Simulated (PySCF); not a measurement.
**`InChI=1S/C3H4S/c1-2-3-4/h2-3H,1H2`**

Molfile (atoms numbered from 1):
```
C3H4S
     RDKit          3D

  8  7  0  0  0  0  0  0  0  0999 V2000
   -1.2572    0.1843   -0.0821 C   0  0  0  0  0  0  0  0  0  0  0  0
   -0.0996   -0.4477    0.1288 C   0  0  0  0  0  0  0  0  0  0  0  0
    1.1715    0.1863   -0.0345 C   0  0  0  0  0  0  0  0  0  0  0  0
    2.5927   -0.5667    0.2148 S   0  0  0  0  0  0  0  0  0  0  0  0
   -2.2060   -0.3080    0.0442 H   0  0  0  0  0  0  0  0  0  0  0  0
   -1.2845    1.2172   -0.3898 H   0  0  0  0  0  0  0  0  0  0  0  0
   -0.0790   -1.4840    0.4378 H   0  0  0  0  0  0  0  0  0  0  0  0
    1.1713    1.2280   -0.3438 H   0  0  0  0  0  0  0  0  0  0  0  0
  1  2  2  0
  2  3  1  0
  3  4  2  0
  1  5  1  0
  1  6  1  0
  2  7  1  0
  3  8  1  0
M  END
```

Method: PySCF, TDDFT PBE0/def2-SVPD excited states, vertical, gas phase. Geometry: GFN2-xTB.

Question: How strongly do the lowest singlets absorb one photon, and two photons of half the energy?

Answer: δ for parallel linear polarisation; σ at the peak of a Lorentzian of half width 0.1 eV, single beam; Ω is circular over linear.
```csv
state,E (eV),f,photon λ (nm),δ (au),σ (GM),Ω,main
S1,2.09,0.000,1188,0.42,0.00,1.50,HOMO→LUMO 0.99
S2,4.92,0.521,504,99.6,0.88,0.38,HOMO−1→LUMO 0.95
S3,5.74,0.001,432,3.47,0.04,1.50,HOMO→LUMO+1 0.99
S4,6.19,0.006,401,3.08,0.04,1.50,HOMO−3→LUMO 0.98
S5,6.29,0.038,394,58.1,0.84,1.22,HOMO→LUMO+2 0.85
```
